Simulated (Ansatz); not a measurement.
## Antifluorite Mg2Sn: elastic constant C12 by level of theory

No measured value is used here.

| level (code) | value (GPa) | cell (Å³/atom) |
|---|---|---|
| PBE (Ansatz) | 25.5 | 26.39 |
| PBE-D3(BJ) (Ansatz) | 28.6 | 25.20 |
| PBE0 (Ansatz) | 25.2 | 25.78 |
| Hartree–Fock (Ansatz) | [?] | 27.23 |

Task: What belongs in the gaps?

Result: 
- Hartree–Fock (Ansatz, a program for electronic structure), value (GPa): 19.2

PBE, PBE-D3(BJ): the solid has no gap at this level, which affects its response. PBE-D3(BJ): the dispersion coefficients are held fixed in the derivatives. Each level is taken at its own relaxed cell. K meshes differ between the levels. Ansatz's density-functional and Hartree–Fock values are scalar-relativistic unless marked +SOC, with PAW data made under PBE.
